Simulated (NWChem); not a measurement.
System: H, doublet

Here is an NWChem input.

```
start job
memory heap 200 mb stack 900 mb global 1100 mb
geometry units angstroms noautosym nocenter noautoz
  H      0.000000     0.000000     0.000000
end
basis spherical
  H library iglo-ii
end
dft
  odft
  mult 2
  xc xpbe96 cpbe96
  iterations 150
end
property
  hyperfine
end
task dft property
```

No stability test was run on the SCF state.

Fermi-contact couplings, non-relativistic, static geometry.

Atoms are numbered as in the input.

**Question.** Predict the main results of this run. (PBE/IGLO-II, spin-unrestricted, contact and dipolar terms.) Quantities: basis functions; A(iso) 1H atom 1 (MHz); <S²>.

**Answer.** 
```yaml
number_of_basis_functions: 6
A(iso) 1H atom 1 (MHz): 1330
"<S²>": 0.750
```
